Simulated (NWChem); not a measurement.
CH$_{4}$S cation, doublet; SMILES of the neutral closed-shell parent CS

```xyz
6

C     -1.0465    -0.4407     0.0556
S      0.5483     0.3184    -0.0382
H     -1.1297    -0.9973     1.0095
H     -1.8042     0.3515    -0.0113
H     -1.1519    -1.1698    -0.7713
H      1.3242    -0.8019     0.0590
```
Atoms are numbered in this order, from 1.

All runs: NWChem. Pople sets run with spherical d functions. Spin-unrestricted. Structure relaxed at the PBE0/def2-SVP, spin-unrestricted level. This spin state was assumed; another may lie lower. No stability test was run on the SCF state. B3LYP is NWChem's, with the RPA form of VWN correlation. Atomic charges in e: unrestrained fits to the electrostatic potential beside Mulliken populations; buried atoms are poorly determined by the fit.

For level B3LYP/def2-SVP:

| Item | Value |
|---|---|
| Mulliken C1 | -0.18 |
| Mulliken S2 | 0.48 |

Q: Estimate the same quantities for level UHF/6-31G*.

A: 
| Property | Result |
|---|---|
| Mulliken C1 | -0.77 |
| Mulliken S2 | 0.64 |
